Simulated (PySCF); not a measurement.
PySCF input (HF/def2-TZVPD):

```python
from pyscf import gto, scf, dft

mol = gto.M(
    atom='''
    C     0.11024116    0.06590209    0.32628565
    C    -0.13743074   -0.05229680    1.54461501
    C     0.03000625   -0.00054766   -1.11925553
    H     0.00605369    0.99817219   -1.56053825
    H     0.86832098   -0.56246323   -1.53665800
    H    -0.89127470   -0.51405474   -1.41267451
    ''',
    basis='def2-tzvpd',
    charge=0,
    spin=1,
    verbose=4,
)

mf = scf.UHF(mol).density_fit(auxbasis='def2-universal-jkfit')
mf.conv_tol = 1e-9
mf.max_cycle = 100
mf.max_memory = 1500
mf.kernel()
if not mf.converged:
    mf = mf.newton()
    mf.kernel(mf.make_rdm1())
for _ in range(2):
    mo, _, stable, _ = mf.stability(return_status=True)
    if stable:
        break
    mf.kernel(mf.make_rdm1(mo, mf.mo_occ))
mf.analyze()
```

End of the output:

```
Extra cycle  E= -115.231150772098  delta_E= -2.7e-11  |g|= 2.87e-06  |ddm|= 1.4e-05
converged SCF energy = -115.231150772098  <S^2> = 0.83073526  2S+1 = 2.0791684
uhf_internal: lowest eigs of H = [0.00579655 0.06057955 0.11066689]
<class 'pyscf.df.df_jk.DFUHF'> wavefunction is stable in the internal stability analysis
**** SCF Summaries ****
Total Energy =                        -115.231150772097578
Nuclear Repulsion Energy =              52.643615065821486
One-electron Energy =                 -258.042122778416967
Two-electron Energy =                   90.167356940497911
Two-electron Coulomb Energy =          106.707820054386261
DFT Exchange-Correlation Energy =      -16.540463113888350
HOMO-LUMO gap [eV] =                    10.807782158753698
**** MO energy ****
                             alpha | beta                alpha | beta
MO #1   energy= -11.2780581925114  | -11.2738301693425  occ= 1 | 1
MO #2   energy= -11.2720931080816  | -11.2626652569037  occ= 1 | 1
MO #3   energy= -11.2640162597392  | -11.2582245233411  occ= 1 | 1
MO #4   energy= -1.11383885427469  | -1.06508539110704  occ= 1 | 1
MO #5   energy= -0.988088692489459 | -0.952386925624399 occ= 1 | 1
MO #6   energy= -0.683488422010157 | -0.663729457660768 occ= 1 | 1
MO #7   energy= -0.629011935562455 | -0.617189306086671 occ= 1 | 1
MO #8   energy= -0.621867850039598 | -0.6010492584093   occ= 1 | 1
MO #9   energy= -0.480674194973375 | -0.441170356446047 occ= 1 | 1
MO #10  energy= -0.435360638390941 | -0.393650459424169 occ= 1 | 1
MO #11  energy= -0.411934846490541 | 0.00352821243069812 occ= 1 | 0
MO #12  energy= 0.0587655834745391 | 0.0616943575641891 occ= 0 | 0
MO #13  energy= 0.0985584952774161 | 0.103726929342756  occ= 0 | 0
MO #14  energy= 0.123392856575621  | 0.132818683124106  occ= 0 | 0
MO #15  energy= 0.141516039582945  | 0.143404424036124  occ= 0 | 0
MO #16  energy= 0.142283143508735  | 0.147625368620853  occ= 0 | 0
MO #17  energy= 0.164123031415065  | 0.181713451916657  occ= 0 | 0
MO #18  energy= 0.174816177505003  | 0.183036536491395  occ= 0 | 0
MO #19  energy= 0.187163648614055  | 0.18970378870732   occ= 0 | 0
MO #20  energy= 0.188442888439702  | 0.208246843796147  occ= 0 | 0
MO #21  energy= 0.208695114464642  | 0.214814601990603  occ= 0 | 0
MO #22  energy= 0.232132970952874  | 0.241395074547174  occ= 0 | 0
MO #23  energy= 0.241215079507591  | 0.246893446351146  occ= 0 | 0
MO #24  energy= 0.271791755417204  | 0.280622536824837  occ= 0 | 0
MO #25  energy= 0.295290798721943  | 0.29797969554762   occ= 0 | 0
MO #26  energy= 0.304136073921512  | 0.309941974571686  occ= 0 | 0
MO #27  energy= 0.309065962151428  | 0.311983408744793  occ= 0 | 0
MO #28  energy= 0.30973711936557   | 0.316691385682801  occ= 0 | 0
MO #29  energy= 0.314444196468828  | 0.335369003374194  occ= 0 | 0
MO #30  energy= 0.336709363519914  | 0.341585299461044  occ= 0 | 0
MO #31  energy= 0.359202018860483  | 0.359834386225158  occ= 0 | 0
MO #32  energy= 0.359442784157814  | 0.360267195345638  occ= 0 | 0
MO #33  energy= 0.382233927345359  | 0.38706353840247   occ= 0 | 0
MO #34  energy= 0.386151908553503  | 0.387901323899438  occ= 0 | 0
MO #35  energy= 0.396162291722012  | 0.405905959378903  occ= 0 | 0
MO #36  energy= 0.405210956932461  | 0.40878751581291   occ= 0 | 0
MO #37  energy= 0.418965614356232  | 0.423541367412112  occ= 0 | 0
MO #38  energy= 0.43417225214166   | 0.443333962547347  occ= 0 | 0
MO #39  energy= 0.442113668050924  | 0.444383122464773  occ= 0 | 0
MO #40  energy= 0.48287913607145   | 0.486883321935563  occ= 0 | 0
MO #41  energy= 0.493146798142309  | 0.493727971762101  occ= 0 | 0
MO #42  energy= 0.501341307216092  | 0.504313577467146  occ= 0 | 0
MO #43  energy= 0.511220265567032  | 0.520583624635223  occ= 0 | 0
MO #44  energy= 0.518718122428694  | 0.526272006831485  occ= 0 | 0
MO #45  energy= 0.555866236998475  | 0.564171196244129  occ= 0 | 0
MO #46  energy= 0.562077544579761  | 0.582373657131737  occ= 0 | 0
MO #47  energy= 0.579797484896545  | 0.582767720814655  occ= 0 | 0
MO #48  energy= 0.598290942170052  | 0.611890234624894  occ= 0 | 0
MO #49  energy= 0.689291000447003  | 0.700677493045507  occ= 0 | 0
MO #50  energy= 0.71969882124289   | 0.730063355256858  occ= 0 | 0
MO #51  energy= 0.741388254619181  | 0.745012244462029  occ= 0 | 0
MO #52  energy= 0.742471220011814  | 0.753361479367692  occ= 0 | 0
MO #53  energy= 0.75139836438467   | 0.75529986866361   occ= 0 | 0
MO #54  energy= 0.75472017140684   | 0.766271301370789  occ= 0 | 0
MO #55  energy= 0.827930529060381  | 0.83386099173009   occ= 0 | 0
MO #56  energy= 0.839185519677826  | 0.845503901794989  occ= 0 | 0
MO #57  energy= 0.84630470876909   | 0.847288908634261  occ= 0 | 0
MO #58  energy= 0.887066777528528  | 0.894696981604163  occ= 0 | 0
MO #59  energy= 0.925620299765849  | 0.929900658049391  occ= 0 | 0
MO #60  energy= 0.938085648398858  | 0.973444130816355  occ= 0 | 0
MO #61  energy= 0.950335985698404  | 0.982730250508171  occ= 0 | 0
MO #62  energy= 1.04169522649608   | 1.05951924810094   occ= 0 | 0
MO #63  energy= 1.07502484321247   | 1.07507271574217   occ= 0 | 0
MO #64  energy= 1.08363379077668   | 1.10039114567098   occ= 0 | 0
MO #65  energy= 1.14656200755881   | 1.15725387080435   occ= 0 | 0
MO #66  energy= 1.17144618749122   | 1.18474398270711   occ= 0 | 0
MO #67  energy= 1.28590862392083   | 1.28972409258935   occ= 0 | 0
MO #68  energy= 1.29066377787041   | 1.31079875242962   occ= 0 | 0
MO #69  energy= 1.39172636190564   | 1.40400713881322   occ= 0 | 0
MO #70  energy= 1.39525318566564   | 1.41091288106148   occ= 0 | 0
MO #71  energy= 1.41045569689642   | 1.42261242366461   occ= 0 | 0
MO #72  energy= 1.54936559237217   | 1.55406743505201   occ= 0 | 0
MO #73  energy= 1.69948290626471   | 1.70376290703511   occ= 0 | 0
MO #74  energy= 1.7013263761182    | 1.71596934750094   occ= 0 | 0
MO #75  energy= 1.72293393391279   | 1.74195831105643   occ= 0 | 0
MO #76  energy= 1.84472171567415   | 1.84797739658062   occ= 0 | 0
MO #77  energy= 1.859782942086     | 1.88898759296215   occ= 0 | 0
MO #78  energy= 1.89014744467033   | 1.89855517677401   occ= 0 | 0
MO #79  energy= 1.92059300470992   | 1.94527796435388   occ= 0 | 0
MO #80  energy= 2.00450617716778   | 2.00968969746549   occ= 0 | 0
MO #81  energy= 2.01242658838254   | 2.01520426887835   occ= 0 | 0
MO #82  energy= 2.01750851471616   | 2.0206073498297    occ= 0 | 0
MO #83  energy= 2.08972396786173   | 2.11833624388106   occ= 0 | 0
MO #84  energy= 2.13649023151403   | 2.15045046134977   occ= 0 | 0
MO #85  energy= 2.14952406995353   | 2.15411653782219   occ= 0 | 0
MO #86  energy= 2.25274805670852   | 2.2570020955619    occ= 0 | 0
MO #87  energy= 2.34728847964935   | 2.35066568757967   occ= 0 | 0
MO #88  energy= 2.35441677896172   | 2.36093051399268   occ= 0 | 0
MO #89  energy= 2.38228196323699   | 2.38779567879083   occ= 0 | 0
MO #90  energy= 2.52833447528425   | 2.5447372679351    occ= 0 | 0
MO #91  energy= 2.61493938053369   | 2.61866123918936   occ= 0 | 0
MO #92  energy= 2.71166561994782   | 2.71786050411573   occ= 0 | 0
MO #93  energy= 2.7396616119833    | 2.74350712922867   occ= 0 | 0
MO #94  energy= 2.76602277278331   | 2.77347040336666   occ= 0 | 0
MO #95  energy= 2.79569038317928   | 2.81070331584731   occ= 0 | 0
MO #96  energy= 2.79842173926671   | 2.82218408860525   occ= 0 | 0
MO #97  energy= 2.80214191914923   | 2.8285322321551    occ= 0 | 0
MO #98  energy= 2.88173125680914   | 2.88930224334284   occ= 0 | 0
MO #99  energy= 2.91889454623702   | 2.92186587260342   occ= 0 | 0
MO #100 energy= 2.97396772996914   | 2.98049492929331   occ= 0 | 0
MO #101 energy= 3.07161309379806   | 3.0812442796666    occ= 0 | 0
MO #102 energy= 3.08538095420598   | 3.10539125871468   occ= 0 | 0
MO #103 energy= 3.15052886771745   | 3.1641558670468    occ= 0 | 0
MO #104 energy= 3.17045311065919   | 3.18380451102688   occ= 0 | 0
[...]
```

It need not be the lowest isomer of its formula.
